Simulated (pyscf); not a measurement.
H₃C–SnH₃ (SMILES [CH3][SnH3]) → H₂C=SnH₂ (SMILES [CH2]=[SnH2]) + H₂ (SMILES [H][H]), an elimination (singlet surface; C–H, H–Sn broken, H–H formed). PySCF, gas phase, ωB97X-D3(BJ)/def2-SVP geometries. Energies in eV from the reactant's lowest minimum found.

Small-basis levels: PySCF, no dispersion term, spherical d functions. AM1 to PM7: differences of heats of formation from MOPAC, which are fitted to 298 K values and so differ in kind from electronic energies by zero-point and thermal terms. GFN2-xTB: tblite. 

```csv
level,barrier,reaction energy
MP2/6-31G*+LANL2DZ,4.86,+2.39
PBE/6-31G*+LANL2DZ,4.25,+2.50
M06-2X/6-31G*+LANL2DZ,4.66,+2.71
GFN2-xTB,3.73,+2.87
AM1,3.55,+2.83
PM3,3.83,+1.26
PM7,3.50,+1.53
ωB97M-D3(BJ)/def2-TZVP,4.20,+2.64
```

Against the last row the barrier runs from -0.70 (PM7) to +0.66 eV (MP2/6-31G*+LANL2DZ). ωB97M-D3(BJ)/def2-TZVP has limits of its own. At the saddle there is also a short H–Sn contact that neither side keeps. The same reactants have a lower exit, to CH₄ + SnH₂ [singlet] (barrier +2.54 eV at ωB97M-D3(BJ)/def2-TZVP, against +4.20 eV here). H₂C=SnH₂ lies 1.68 eV over its isomer H₃C–SnH: [singlet] (electronic energy, ωB97M-D3(BJ)/def2-TZVP). One saddle was located; it need not be the lowest between these sides. In the def2 sets elements past Kr carry core potentials, without spin-orbit coupling.
